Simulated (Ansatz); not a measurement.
# BHS: a ladder of functionals and wavefunction methods

How much do the methods differ for BHS? The plan is to run it at one geometry with functionals of several rungs and with coupled cluster, and see how far each lands from CCSD(T) at the basis-set limit for the atomisation energy.

The runs use Ansatz 0.2.0, Gaussian basis; functionals in def2-TZVPP, the program's frozen cores in correlated methods.

Plan: LDA (SPW92), PBE-D4, revPBE-D4, BLYP-D4, r2SCAN-D4, B97M-V, PBE0-D4, B3LYP-D4, r2SCANh-D4, r2SCAN0-D4, HSE06-D4, BHLYP-D4, CAM-B3LYP-D4, LC-ωPBE, ωB97X-V, ωB97M-V, B2PLYP, PBE-QIDH; CCSD(T)/def2-SVP; CCSD(T)/def2-TZVPP; CCSD(T)/def2-QZVPP; extrapolation to the limit; RPA on PBE.

## 1. Structure used throughout

The geometry comes from an earlier relaxation with PBE0-D4 in a triple-zeta def2 set; it is a stationary point.

SMILES `B=S`, 3 atoms, charge 0, spin multiplicity 1.

Atoms are counted from 1 here; the program's logs count them from 0.

Bond lengths: B1–S2 1.598 Å, B1–H3 1.175 Å. Angles: S2–B1–H3 180.0°.

## 2. LDA

This LDA is Slater exchange with PW92 correlation.

in.yaml reads:

```yaml
crystal:
  periodic: [false, false, false]
  atoms:
    - {symbol: B, position_ang: [-0.038631, -0.014314, 0.134807]}
    - {symbol: S, position_ang: [0.399156, 0.147542, -1.393323]}
    - {symbol: H, position_ang: [-0.360535, -0.133228, 1.258507]}
basis:
  gaussian: {orbitals: def2-TZVPP}
hamiltonian: {xc: lda}
output: {orbitals: {seedname: orbitals}}
```

Run with:

```bash
$ ansatz run in.yaml --threads 2 --pin off --events-out ev --progress --plain --max-ram 22528MiB --backend cpu
```

After this run come: PBE-D4 (GGA); revPBE-D4 (GGA); BLYP-D4 (GGA); r2SCAN-D4 (meta-GGA); B97M-V (meta-GGA); PBE0-D4 (hybrid); B3LYP-D4 (hybrid); r2SCANh-D4 (hybrid); r2SCAN0-D4 (hybrid); HSE06-D4 (hybrid); BHLYP-D4 (hybrid); CAM-B3LYP-D4 (range-separated); LC-ωPBE (range-separated); ωB97X-V (range-separated); ωB97M-V (range-separated); B2PLYP (double hybrid); PBE-QIDH (double hybrid); CCSD(T) in def2-SVP; CCSD(T) in def2-TZVPP; CCSD(T) in def2-QZVPP; RPA on PBE orbitals.

Q: Predict the results of all the runs planned. Wanted: atomisation energy, CCSD(T)/CBS; farthest beyond LDA; mean size of error, GGA; mean size of error, meta-GGA; mean size of error, hybrid; mean size of error, range-separated; mean size of error, double hybrid; gap, smallest and largest; T1 diagnostic.

As calculated:

```
                               quantity                                                value
        atomisation energy, CCSD(T)/CBS                                       248.0 kcal/mol
functionals within 1.2 kcal/mol (0.5 %)  r2SCAN0-D4, CAM-B3LYP-D4, ωB97X-V, B2PLYP, PBE-QIDH
                    farthest beyond LDA                               PBE-D4 (+8.5 kcal/mol)
                mean size of error, GGA                                         4.5 kcal/mol
           mean size of error, meta-GGA                                         6.5 kcal/mol
             mean size of error, hybrid                                         2.9 kcal/mol
    mean size of error, range-separated                                         2.3 kcal/mol
      mean size of error, double hybrid                                         0.9 kcal/mol
              gap, smallest and largest                5.24 eV (BLYP-D4), 12.27 eV (LC-ωPBE)
                          T1 diagnostic                                               0.0190
triples share of the correlation energy                                                5.3 %
```

**Reading.** The LDA atomisation energy is off by 36.2 kcal/mol (15 %): it overbinds. PBE-D4 misses by +8.5 kcal/mol. Double hybrids carry the basis error of their MP2 part in triple zeta, and no dispersion term here, so their miss is partly the set-up's. By mean error the best rung here is double hybrid (0.9 kcal/mol) and the worst beyond LDA is meta-GGA (6.5 kcal/mol). Misses under about 1.2 kcal/mol are within the doubt on the reference itself, which lacks core-valence correlation, relativity and higher excitations. Hartree-Fock recovers 75 % of the binding; the rest is correlation. CCSD(T) in def2-SVP is off by -10.5 kcal/mol, more than most functionals: a good method in a small basis is no reference. The gap grows from 5.2 to 12.3 eV across the functionals, mostly with the share of exact exchange.
